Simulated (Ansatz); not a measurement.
# Multireference treatment of CH₄, singlet

Calculated in Ansatz's Gaussian-basis code. Basis cc-pVDZ, nonrelativistic, 1 orbital frozen in the corrections. State-specific CASSCF; RHF is the lowest restricted (open-shell) Hartree–Fock solution met. No symmetry is imposed, so a solution can break that of the shape. Lower solutions, or ones in other orbitals, may exist.

Geometry:

```xyz
5

C     0.0000    0.0000    0.0000
H     0.6847    0.6847    0.6847
H     0.6847   -0.6847   -0.6847
H    -0.6847    0.6847   -0.6847
H    -0.6847   -0.6847    0.6847
```

**Question.** What do CASSCF and its corrections give against RHF in CAS(8,8), and what are the occupations?

**Answer.** CASSCF -2.506 eV, SC-NEVPT2 -4.616 eV; occupations 1.98, 1.97, 1.97, 1.97, 0.03, 0.03, 0.03, 0.03.
